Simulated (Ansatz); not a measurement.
Two isomers of C3H7N: A = `NC1CC1`, B = `C/C=N/C`.

Isolated molecules relaxed with PBE0-D4/def2-TZVP in Ansatz; ΔE leaves out vibrations. CCSD(T)/CBS adds triple-zeta CCSD(T) − MP2 to the extrapolated MP2 energy (def2 sets, frozen cores). DFT in def2-TZVPP. B3LYP here is the variant with VWN-RPA as its local correlation; programs differ in this. Each species was taken in one conformer, which may not be the lowest.

A:

Z-matrix (Å, degrees):
```
C
C 1 1.495
C 1 1.495 2 60.2
N 1 1.432 2 116.9 3 107.1
H 1 1.090 2 115.8 3 -106.2
H 2 1.083 1 118.4 3 108.3
H 2 1.082 1 116.3 3 -107.5
H 3 1.083 1 118.4 2 -108.4
H 3 1.083 1 116.3 2 107.5
H 4 1.012 1 111.1 2 -154.3
H 4 1.012 1 111.1 2 85.9
```

B:

Z-matrix (Å, degrees):
```
C
C 1 1.488
H 1 1.095 2 110.4
H 1 1.095 2 110.4 3 117.8
H 1 1.089 2 110.4 3 -121.1
N 2 1.259 1 122.5 3 121.5
H 2 1.103 1 116.5 3 -58.4
C 6 1.438 2 118.1 1 180.0
H 8 1.100 6 113.7 2 0.2
H 8 1.094 6 109.3 2 -121.6
H 8 1.093 6 109.3 2 122.0
```

(1) Which isomer does CCSD(T)/CBS put lower? Give the gap. (Best estimate.)

(2) Give E(B) − E(A) in kcal/mol with ωB97M-V, MP2/def2-TZVPP, r2SCAN-D4, B2PLYP, HF/def2-TZVPP, BLYP-D4, B3LYP. (Estimate.)

(3) Does the order hold for the free energy at 298.15 K (harmonic terms from PBE0-D4)? (Estimate.)

Largest T1 diagnostic: 0.011.

Answers

(1) Ansatz gave: B, by 8.5 kcal/mol.

(2) The calculation gave: ωB97M-V -7.1, MP2/def2-TZVPP -6.4, r2SCAN-D4 -8.1, B2PLYP -10.5, HF/def2-TZVPP -11.9, BLYP-D4 -14.2, B3LYP -11.8. None reverses the order clearly.

(3) The calculation gave: Yes: G(B) − G(A) = -10.8 kcal/mol, for one conformer each.

From BLYP to BHLYP (50 % exact exchange), in def2-TZVPP and without D4, E(B) − E(A) moves by +5.0 kcal/mol. Leaving LDA and LC-ωPBE aside and taking each functional with its dispersion term where it has one, the values, not all of them listed here, spread over 9.5 kcal/mol, from BLYP-D4 to PBE-QIDH. LDA lies +5.1 kcal/mol from PBE without D4.
